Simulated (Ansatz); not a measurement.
**CH₄OSi (built from SMILES C[Si]O): a reaction path by the nudged elastic band**

What path joins these two structures, and how high does it climb? Both ends were relaxed at PBE0-D4 in triple zeta. A second band with other settings follows.

The runs use Ansatz 0.2.0, Gaussian basis; PBE0-D4/def2-SVP.

10 further runs of the same task are left out: 10 set aside as unsound or not needed.

## (1) Starting geometry

The first end: 7 atoms, charge 0, spin multiplicity 1.

Atoms are counted from 1 here; the program's logs count them from 0.

Bond lengths: H1–O2 0.960 Å, O2–Si3 1.663 Å, Si3–C4 1.888 Å, C4–H5 1.092 Å, C4–H6 1.096 Å, C4–H7 1.097 Å. Angles: H1–O2–Si3 114.0°, O2–Si3–C4 96.9°, Si3–C4–H5 112.6°, Si3–C4–H6 110.4°, Si3–C4–H7 109.1°, H5–C4–H6 109.2°, H5–C4–H7 108.5°, H6–C4–H7 106.9°.

Geometry (Å):

```xyz
7
CH4OSi
H    -0.97866   -2.30028   -0.68493
O    -0.86945   -1.37251   -0.46281
Si    0.68483   -0.95748   -0.04093
C     0.35526    0.87656    0.26186
H     1.23148    1.40198    0.64724
H    -0.47801    1.00390    0.96161
H     0.05455    1.34783   -0.68194
```

The second end:

```xyz
7
CH4OSi
H     0.5959   -1.7357   -0.9389
O    -1.7238   -1.4772    0.2786
Si   -0.3813   -0.9241   -0.1624
C     0.2661    0.7758    0.1626
H     1.2097    0.7144    0.7138
H    -0.4490    1.3691    0.7322
H     0.4824    1.2777   -0.7858
```

## (2) The band at PBE0-D4/def2-SVP

File neb/in.yaml:

```yaml
crystal:
  periodic: [false, false, false]
  atoms:
    - {symbol: H, position_ang: [-0.978662, -2.300280, -0.684933]}
    - {symbol: O, position_ang: [-0.869454, -1.372507, -0.462807]}
    - {symbol: Si, position_ang: [0.684833, -0.957482, -0.040935]}
    - {symbol: C, position_ang: [0.355264, 0.876558, 0.261857]}
    - {symbol: H, position_ang: [1.231480, 1.401984, 0.647242]}
    - {symbol: H, position_ang: [-0.478009, 1.003899, 0.961613]}
    - {symbol: H, position_ang: [0.054548, 1.347828, -0.681938]}
basis:
  gaussian: {orbitals: def2-SVP}
hamiltonian: {xc: pbe0, dispersion: d4}
neb:
  images: 5
  climbing: true
  max_iterations: 40
  initial_path: idpp
  final_atoms:
    - {symbol: H, position_ang: [0.595912, -1.735701, -0.938924]}
    - {symbol: O, position_ang: [-1.723800, -1.477175, 0.278633]}
    - {symbol: Si, position_ang: [-0.381307, -0.924053, -0.162361]}
    - {symbol: C, position_ang: [0.266112, 0.775791, 0.162580]}
    - {symbol: H, position_ang: [1.209738, 0.714376, 0.713819]}
    - {symbol: H, position_ang: [-0.449035, 1.369073, 0.732164]}
    - {symbol: H, position_ang: [0.482379, 1.277689, -0.785812]}
```

Run with:

```console
ansatz run in.yaml --threads 2 --pin off --events-out ev --progress --plain --max-ram 4352MiB
```

The program printed (excerpt; [...] marks lines left out):

```text
Functional definition: PBE0
  name "PBE0"
  cite "Adamo & Barone, J. Chem. Phys. 110, 6158 (1999) doi:10.1063/1.478522"
  cite "Perdew, Burke & Ernzerhof, Phys. Rev. Lett. 77, 3865 (1996) doi:10.1103/PhysRevLett.77.3865"
  parent pbe
[...]
692 factors; integrals over basis functions are off by at most 4.1e-4 eV
[...]
mean field -11015.06295198 eV, -404.7960972074 hartree, gradient 3.9e-5 eV, S^2 0.000000; 0 other end points of the search recorded, 0 dependent functions left out
[...]
reference -11015.06297416 eV, -404.7960980224 hartree; 16, 16 occupied and 50, 50 virtual orbitals, 692 factors
[... from here to the last solve, the lines of the solves are left out (98 solves) ...]
WARN: NEB end point (image 0): max|allowed force component| = 4.625e-1 eV/Å (the criterion of neb.relax_end_points is 1.000e-2). That is over neb.f_tol: it is no minimum, so the barrier can be far off. Relax it first
WARN: NEB end point (image 6): max|allowed force component| = 7.328e-1 eV/Å (the criterion of neb.relax_end_points is 1.000e-2). That is over neb.f_tol: it is no minimum, so the barrier can be far off. Relax it first
NEB iter   1: max|band force component| = 5.788e0 eV/Å  barrier→ = 3.1655 eV  barrier← = 3.0272 eV  Δτ_max = 0.2000 Å  (175 SCF iters)
[...]
NEB iter   3: max|band force component| = 9.143e0 eV/Å  barrier→ = 2.5637 eV  barrier← = 2.4254 eV  Δτ_max = 0.0566 Å  (142 SCF iters)
[...]
NEB iter   5: max|band force component| = 7.828e-1 eV/Å  barrier→ = 2.5722 eV  barrier← = 2.4340 eV  CI = image 3  Δτ_max = 0.1938 Å  (137 SCF iters)
[...]
NEB iter   7: max|band force component| = 4.776e-1 eV/Å  barrier→ = 2.6083 eV  barrier← = 2.4700 eV  CI = image 3  Δτ_max = 0.0627 Å  (134 SCF iters)
[...]
NEB iter   9: max|band force component| = 8.679e-2 eV/Å  barrier→ = 2.6011 eV  barrier← = 2.4628 eV  CI = image 3  Δτ_max = 0.0356 Å  (122 SCF iters)
NEB iter  10: max|band force component| = 1.476e-1 eV/Å  barrier→ = 2.6007 eV  barrier← = 2.4624 eV  CI = image 3  Δτ_max = 0.0178 Å  (122 SCF iters)
[...]
NEB iter  11: max|band force component| = 3.532e-2 eV/Å  barrier→ = 2.6003 eV  barrier← = 2.4621 eV  CI = image 3  CI's point: of a kind that is not told: the force calls were inconclusive, a negative curvature could not be distinguished from the path's own, the only one lies far off the [...]
Total energy: -11012.55175972 eV, -404.7038125939 hartree
Atom 0 at    -0.454806    -2.358219    -0.397072 Å, force    -0.006323     0.003805    -0.000819 eV/Å
Atom 1 at    -1.422819    -1.472850     0.365321 Å, force     0.011293    -0.001940     0.004062 eV/Å
Atom 2 at    -0.046218    -0.895618    -0.197375 Å, force    -0.005002    -0.006754    -0.004074 eV/Å
Atom 3 at     0.419897     0.909281     0.026810 Å, force     0.002476     0.006286     0.000623 eV/Å
Atom 4 at     1.451148     1.023034     0.396417 Å, force    -0.002817    -0.000674     0.003553 eV/Å
Atom 5 at    -0.289824     1.355586     0.743604 Å, force    -0.003680    -0.000342    -0.001550 eV/Å
Atom 6 at     0.342623     1.438786    -0.937607 Å, force     0.004054    -0.000380    -0.001795 eV/Å
Dipole moment:     0.482692     0.389663    -0.154380 e Å
```

Wall time 77 s (2 threads of Arm Neoverse V1, shared host).

The last band:

```tsv
image	path (Å)	energy (eV)	H1–Si3 (Å)	H1–O2 (Å)
0	0.00	0.000	2.23	0.96
1	0.65	-0.008	2.23	0.96
2	1.29	0.447	1.89	0.99
3	1.93	2.600	1.53	1.52
4	2.44	1.309	1.48	2.08
5	2.94	0.291	1.49	2.51
6	3.45	0.138	1.49	2.63
```

The highest image, 3:

```xyz
7

H    -0.4548   -2.3582   -0.3971
O    -1.4228   -1.4728    0.3653
Si   -0.0462   -0.8956   -0.1974
C     0.4199    0.9093    0.0268
H     1.4511    1.0230    0.3964
H    -0.2898    1.3556    0.7436
H     0.3426    1.4388   -0.9376
```

## (3) The band at BLYP-D4/cc-pVDZ, other settings

Edit neb/in.yaml of step 2 so:

```diff
@@ -11,9 +11,9 @@
 basis:
-  gaussian: {orbitals: def2-SVP}
-hamiltonian: {xc: pbe0, dispersion: d4}
+  gaussian: {orbitals: cc-pVDZ}
+hamiltonian: {xc: {name: BLYP}, dispersion: d4}
 neb:
-  images: 5
-  climbing: true
-  max_iterations: 40
-  initial_path: idpp
+  images: 4
+  climbing: false
+  max_iterations: 25
+  initial_path: linear
   final_atoms:
```

Run with:

```console
ansatz run in.yaml --threads 2 --pin off --events-out ev --progress --plain --max-ram 4352MiB
```

The program printed:

```text
Functional definition: BLYP
  name "BLYP"
  cite "Becke, Phys. Rev. A 38, 3098 (1988) doi:10.1103/PhysRevA.38.3098"
  cite "Lee, Yang & Parr, Phys. Rev. B 37, 785 (1988) doi:10.1103/PhysRevB.37.785"
  parameter beta = 0.0042
  parameter a = 0.04918
  parameter b = 0.132
  parameter c = 0.2533
  parameter d = 0.349
  exchange = b88_x(beta = beta)
  correlation = lyp_c(a = a, b = b, c = c, d = d)
785 factors; their error is unknown
mean field evaluation 1: about -11012.6949 eV, gradient 7.9e1 eV
mean field evaluation 2: about -10947.0382 eV, gradient 1.7e2 eV
mean field evaluation 4: about -11025.2278 eV, gradient 1.4e1 eV
mean field evaluation 8: about -11025.6933 eV, gradient 2.0e-1 eV
mean field evaluation 16: about -11025.6668 eV, gradient 7.4e-5 eV
mean field -11025.66684939 eV, -405.1857832498 hartree, gradient 1.2e-5 eV, S^2 0.000000; 0 other end points of the search recorded, 0 dependent functions left out
the calculation of the forces begins
reference -11025.66711477 eV, -405.1857930021 hartree; 16, 16 occupied and 50, 50 virtual orbitals, 785 factors
[... from here to the last solve, the lines of the solves are left out (62 solves) ...]
WARN: NEB end point (image 0): max|allowed force component| = 1.709e0 eV/Å (the criterion of neb.relax_end_points is 1.000e-2). That is over neb.f_tol: it is no minimum, so the barrier can be far off. Relax it first
WARN: NEB end point (image 5): max|allowed force component| = 2.195e0 eV/Å (the criterion of neb.relax_end_points is 1.000e-2). That is over neb.f_tol: it is no minimum, so the barrier can be far off. Relax it first
NEB iter   1: max|band force component| = 8.767e0 eV/Å  barrier→ = 3.2639 eV  barrier← = 3.1631 eV  Δτ_max = 0.1347 Å  (159 SCF iters)
NEB iter   2: max|band force component| = 4.412e0 eV/Å  barrier→ = 2.1633 eV  barrier← = 2.0625 eV  Δτ_max = 0.0987 Å  (113 SCF iters)
NEB iter   3: max|band force component| = 1.385e0 eV/Å  barrier→ = 1.8022 eV  barrier← = 1.7014 eV  Δτ_max = 0.0496 Å  (115 SCF iters)
NEB iter   4: max|band force component| = 2.913e-1 eV/Å  barrier→ = 1.7138 eV  barrier← = 1.6130 eV  Δτ_max = 0.0484 Å  (113 SCF iters)
NEB iter   5: max|band force component| = 1.655e-1 eV/Å  barrier→ = 1.7236 eV  barrier← = 1.6228 eV  Δτ_max = 0.1952 Å  (114 SCF iters)
NEB iter   6: max|band force component| = 9.519e-1 eV/Å  barrier→ = 1.8527 eV  barrier← = 1.7519 eV  Δτ_max = 0.0993 Å  (127 SCF iters)
NEB iter   7: max|band force component| = 6.725e-1 eV/Å  barrier→ = 1.9026 eV  barrier← = 1.8018 eV  Δτ_max = 0.1020 Å  (114 SCF iters)
NEB iter   8: max|band force component| = 2.232e-1 eV/Å  barrier→ = 1.9631 eV  barrier← = 1.8623 eV  Δτ_max = 0.0625 Å  (113 SCF iters)
NEB iter   9: max|band force component| = 5.589e-1 eV/Å  barrier→ = 2.0148 eV  barrier← = 1.9140 eV  Δτ_max = 0.0302 Å  (115 SCF iters)
NEB iter  10: max|band force component| = 7.576e-2 eV/Å  barrier→ = 1.9866 eV  barrier← = 1.8858 eV  Δτ_max = 0.0110 Å  (117 SCF iters)
785 factors; their error is unknown
mean field -11023.58795537 eV, -405.1093853035 hartree, gradient 2.6e-6 eV, S^2 0.000000; 0 other end points of the search recorded, 0 dependent functions left out
the calculation of the forces begins
reference -11023.58822454 eV, -405.1093951955 hartree; 16, 16 occupied and 50, 50 virtual orbitals, 785 factors
NEB iter  11: max|band force component| = 2.401e-2 eV/Å  barrier→ = 1.9901 eV  barrier← = 1.8893 eV  Δτ_max = 0.0000 Å  (529 SCF iters)
WARN: NEB end point (image 0): the path dips 0.096316 eV below it before the top, so the barrier from the dip is that much higher. The path crosses a lower well, or the end point is a saddle point, which neb.relax_end_points tests for
Total energy: -11023.92176850 eV, -405.1216527099 hartree
Atom 0 at    -0.344786    -2.443987    -0.554382 Å, force     1.202453     0.190193    -0.847911 eV/Å
Atom 1 at    -1.359262    -1.379768     0.567775 Å, force    -0.638032     0.533616     0.663603 eV/Å
Atom 2 at    -0.063418    -0.959077    -0.270164 Å, force    -0.727885    -0.144395     0.506924 eV/Å
Atom 3 at     0.429914     0.921504    -0.015428 Å, force     0.031433    -0.172991    -0.101030 eV/Å
Atom 4 at     1.412830     1.132539     0.455013 Å, force     0.024681    -0.192196    -0.070660 eV/Å
Atom 5 at    -0.383243     1.146792     0.717151 Å, force     0.085506    -0.033004    -0.074845 eV/Å
Atom 6 at     0.307965     1.581998    -0.899866 Å, force     0.021843    -0.181223    -0.076081 eV/Å
Dipole moment:     0.563126     0.340966    -0.312570 e Å
```

Wall time 45 s (2 threads of Arm Neoverse V1, shared host).

The last band:

```tsv
image	path (Å)	energy (eV)	H1–Si3 (Å)	H1–O2 (Å)
0	0.00	0.000	2.23	0.96
1	0.72	-0.096	2.28	0.98
2	1.43	0.693	1.79	1.06
3	2.15	1.990	1.54	1.85
4	2.87	0.390	1.50	2.47
5	3.58	0.101	1.49	2.63
```

The highest image, 3:

```
H    -0.34479   -2.44399   -0.55438
O    -1.35926   -1.37977    0.56778
Si   -0.06342   -0.95908   -0.27016
C     0.42991    0.92150   -0.01543
H     1.41283    1.13254    0.45501
H    -0.38324    1.14679    0.71715
H     0.30796    1.58200   -0.89987
```

## (4) Summary of results

| quantity | value |
| --- | --- |
| PBE0-D4/def2-SVP, 11 iterations | highest 2.600 eV (image 3), last end +0.138 eV |
| BLYP-D4/cc-pVDZ, 11 iterations | highest 1.990 eV (image 3), last end +0.101 eV |
| from earlier runs: barrier over the separately found saddle, CCSD(T)/def2-TZVPP | 2.543 eV |

The highest image lies 2.600 eV above the first end, and it climbed, so it estimates the saddle. The ends are not quite minima at this level (largest force component 0.73 eV/Å), so the heights are unreliable: relaxing the first end would lower it and raise the barrier above it. The highest image is 0.058 eV above the CCSD(T) barrier in triple zeta, which comes from separate runs on the saddle. The second band's highest image lies at 1.990 eV; the levels differ, and it didn't climb, so it lies under its saddle.
